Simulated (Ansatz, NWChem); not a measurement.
## SiH4 (silane): a line through the functionals

SiH4 has 5 atoms, charge 0, and is taken as a singlet. As SMILES, `[SiH4]`. The coordinates come from a PBE0-D4/def2-TZVP relaxation.

The HOMO–LUMO gap y, in eV, basis cc-pVTZ; a is the functional's share of exact exchange. Programs: Ansatz 0.2.0, NWChem 7.3.0.

```
functional  program     a  y (eV)
      TPSS   NWChem     0    9.34
       PBE   Ansatz     0    8.83
     B3LYP   Ansatz   0.2       ?
      PBE0   Ansatz  0.25   11.03
   r2SCAN0   Ansatz  0.25   11.55
     BHLYP   Ansatz   0.5   13.18
```

Fit y = c + s·a to the known rows and predict B3LYP.


1. Means of the 5 rows: a = 0.2000, y = 10.786.
2. Σ(Δa)² = 0.175, Σ(Δa·Δy) = 1.449, so the slope is 1.449/0.175 = 8.28.
3. Intercept: 10.786 − (8.28) × 0.2000 = 9.130. The largest residual of the fit is 0.35.
4. B3LYP: 9.130 + (8.28) × 0.2 = 10.79 eV.

The run gave 10.61 eV, so the prediction is off by +0.18 eV, within the scatter of the fit. Exact exchange lowers occupied levels and raises empty ones. The rows mix families of semi-local functionals, which the line can't see.
